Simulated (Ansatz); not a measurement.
Results of PBE-D3(BJ) (Ansatz, a first-principles code, PAW) for Cs₂AgBiBr₆ (Fm-3m, No. 225).

Settings: plane-wave cutoff 520 eV, 6×6×6 k mesh, Fermi–Dirac smearing 0.01 eV, no spin polarisation, scalar-relativistic PAW data made under PBE.

Computed at the level's own relaxed cell.

Q: Predict the lattice constant a.

A: 
- lattice constant a = 11.304 Å

Spin–orbit coupling is not included; it can shift volumes and moduli of such heavy elements.

Computed values are for the static lattice.
